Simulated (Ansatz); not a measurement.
Ideal-gas functions of AlCl, SMILES `[Al][Cl]` at 600 K and 1 bar, from an Ansatz frequency run at PBE0-D4/def2-TZVP.

Molar mass 62.44 g/mol, point group C∞v (symmetry number 1), electronic degeneracy 1, moments of inertia 70.551 u Å². Harmonic wavenumbers (cm⁻¹, unscaled): 473.

Use S(trans) = R[1.5 ln M + 2.5 ln T − 1.1517]; rotational temperatures θ = 24.2544 K / I; S(rot) = R[ln(T/σθ) + 1]; for each mode x = 1.438777 ν̃/T, S = R[x/(eˣ − 1) − ln(1 − e⁻ˣ)] and H = RT x/(eˣ − 1); 1 cm⁻¹ = 0.0119627 kJ/mol; R = 8.31446 J/(mol·K).

Q: By hand: the entropy, in J/(mol·K).

A: Translation 175.0. Rotation: θ = 0.3438 K, giving 70.4. Vibration, mode by mode: 7.70, in all 7.7. Electronic 0.0. Sum 253.1 J/(mol·K).

Q: By hand: H − E and G − E in kJ/mol, counted from the electronic energy.

A: Zero-point energy ½ × 473 × 0.0119627 = 2.8; thermal vibration 2.7; translation, rotation and pV give 3.5 RT = 17.5. H − E = 23.0 kJ/mol, and G − E = 23.0 − 600 × 253.1/1000 = -128.9 kJ/mol.

Vibration gives 3 % of the entropy.
